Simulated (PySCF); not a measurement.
Electronic absorption of BH3

Compound: BH₃.
Z-matrix (Å and degrees, PBE0-D3(BJ)/def2-SVP geometry), rows numbered from 1:
```
B 
H   1  1.2066
H   1  1.2065  2  120.00
H   1  1.2065  2  120.00  3  -180.00
```

Level of theory: TDDFT CAM-B3LYP/def2-SVPD, vertical, gas phase, core orbitals frozen in the response (PySCF).

Q: What does the calculation give for the low-lying excited states?

A: 

```tsv
state	E (eV)	E (kJ/mol)	λ (nm)	f	symmetry	main configurations (H = HOMO, L = LUMO)
S1	5.80	559	213.9	0.0000	–	H-1/H→L (99%)
S2	5.80	559	213.9	0.0000	–	H-1/H→L (99%)
S3	9.63	929	128.8	0.135	E′	H-1/H→L+1 (≥97%)
S4	9.63	929	128.8	0.135	E′	H-1/H→L+1 (≥97%)
S5	11.27	1087	110.0	0.0000	–	H-1/H→L+3 (≥47%), H-1/H→L+2 (≥47%)
S6	11.45	1104	108.3	0.125	A2″	H-2→L (90%)
S7	11.71	1130	105.9	0.0000	–	H-1/H→L+2 (49%), H-1/H→L+3 (48%)
S8	11.80	1138	105.1	0.032	E′	H-1/H→L+4 (≥55%), H-1/H→L+2 (≥17%), H-1/H→L+3 (≥17%)
S9	11.80	1138	105.1	0.032	E′	H-1/H→L+4 (≥55%), H-1/H→L+3 (≥18%), H-1/H→L+2 (≥17%)
```

Triplets, Tamm–Dancoff:

```json
{"state": "T1", "E (eV)": "5.02", "λ (nm)": "246.8", "main configurations (H = HOMO, L = LUMO)": "H-1/H→L (98%)"}
{"state": "T2", "E (eV)": "5.02", "λ (nm)": "246.8", "main configurations (H = HOMO, L = LUMO)": "H-1/H→L (98%)"}
{"state": "T3", "E (eV)": "9.08", "λ (nm)": "136.5", "main configurations (H = HOMO, L = LUMO)": "H-2→L (95%)"}
```

The lowest singlet level (S1/S2) lies at 5.80 eV (214 nm, ultraviolet) and is dark (f under 0.0005). The most intense listed level is S3/S4 at 9.63 eV (129 nm, f = 0.271 summed), 3.83 eV above S1. S1/S2, S3/S4 and S8/S9 lie within about 0.01 eV of each other in each set; the point group D3h has degenerate representations, and within a degenerate level the listed configurations can mix freely. Löwdin shares by element: HOMO (one of a set within 0.03 eV) hydrogen 51%, boron 49%; LUMO boron 64%, hydrogen 36%. Orbital energies (eV): HOMO-3 -186.67, HOMO-2 -15.95, HOMO-1 -11.41, HOMO -11.41, LUMO -0.81, LUMO+1 1.31, LUMO+2 3.71. The oscillator strengths of these states sum to 0.460; summed over the whole spectrum of an exact calculation they would give the number of electrons, 8 (Thomas–Reiche–Kuhn). The listed states span 6.00 eV, and the widest gap between neighbours is 3.83 eV (S2 to S3). All these states lie below the vertical ionisation energy of 13.15 eV (ΔSCF). Symmetry labels in D3h follow from the direction of the transition dipole and are given only for states with f of 0.002 or more. Orbitals of the list HOMO-3 to LUMO+2 that lie within 0.01 eV of each other are written together with a slash and their weights summed (≥ marks a lower bound); for degenerate orbitals outside that list single weights are arbitrary. The window holds the lowest 10 singlets. The highest level found (12.14 eV, f 0.527 so far) is left out, since the window may have cut off a degenerate partner.
